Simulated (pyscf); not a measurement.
Single points on ωB97X-D3(BJ)/def2-SVP structures (PySCF, gas phase). Correlated levels are frozen-core, on RHF or UHF. ΔMP2 is the change of the MP2 total energy from the triple- to the quadruple-zeta basis.

Question: What is the homolytic dissociation enthalpy (298 K, CCSD(T)/def2-TZVPP + ΔMP2(QZVPP)) of the B–C bond of H₂B–CH₂–CH: (SMILES BC[CH]) [singlet], to BH₂• + •HC=CH₂?

Answer: B–C to BH₂• + •HC=CH₂: 42.9 kcal/mol. The radicals are drawn with the spin at the cut bond; how far it spreads was not checked. H₂B–CH₂–CH: [singlet] lies 73.9 kcal/mol over its isomer H₂B–CH=CH₂, and others may lie lower still (electronic energy, ωB97M-D3(BJ)). Other isomers of •HC=CH₂ were not searched in full and may lie lower. A restricted singlet here is unstable towards spin polarisation, as is usual where a triplet lies low; its energy is less safe. The CCSD(T) − MP2 part came from Ansatz, without density fitting, on the same reference. A UHF reference is spin-contaminated (<S²> up to 0.96), which harms MP2 most.
